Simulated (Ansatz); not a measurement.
Geometry optimisation, Ansatz 0.2.0, UKS PBE-D4/def2-SVP.

input.yaml

```yaml
crystal:
  periodic: [false, false, false]
  atoms:
    - { symbol: F, position_ang: [-0.9473, 1.3332, -0.8824] }
    - { symbol: C, position_ang: [-0.763, 0.2005, -0.282] }
    - { symbol: C, position_ang: [0.5486, -0.1821, 0.1782] }
    - { symbol: F, position_ang: [0.7274, -1.5221, 0.3456] }
    - { symbol: H, position_ang: [-1.6758, -0.3079, -0.0418] }
    - { symbol: H, position_ang: [0.7951, 0.293, 1.1583] }
    - { symbol: H, position_ang: [1.3762, 0.1173, -0.5217] }
magnetization:
  spin_polarized: true
  initial_magnetization: 1
basis:
  gaussian: { orbitals: def2-SVP }
hamiltonian:
  xc: pbe
  dispersion: d4
relax:
  f_tol: 0.015
  max_steps: 40
```

Run as:

```bash
$ ansatz run input.yaml --threads 1 --pin off --max-ram 2048MiB --backend cpu --events-out ev --progress --plain --runs-dir out
```

Problem. Where does it end, and by what steps?

Solution. It converged. After 16 steps the energy has fallen by 0.314 eV; F1 moved furthest, 0.80 Å.

```tsv
step	energy less start (eV)	largest force component (eV/Å)	accepted
0	0.0000	2.141	yes
1	-0.1718	0.907	yes
2	-0.2073	0.173	yes
3	-0.2103	0.056	yes
4	-0.2120	0.037	yes
5	-0.2141	0.124	yes
6	-0.2084	0.838	no
7	-0.2205	0.210	yes
8	-0.2277	0.438	yes
9	-0.2358	0.892	yes
10	-0.2647	1.450	yes
11	-0.2854	0.850	yes
12	-0.3093	0.237	yes
13	-0.3121	0.239	yes
14	-0.3124	0.103	yes
15	-0.3137	0.032	yes
16	-0.3138	0.012	yes
```

```xyz
7
Properties=species:S:1:pos:R:3
F -0.914 0.752 -1.431
C -0.752 0.339 -0.165
C 0.578 -0.150 0.235
F 0.792 -1.496 -0.121
H -1.695 0.089 0.350
H 0.686 -0.066 1.339
H 1.366 0.465 -0.255
```

Run time: 28 s on 1 thread of Intel(R) Xeon(R) Platinum 8559C (Emerald Rapids) (shared host), peak memory 0.14 GiB.
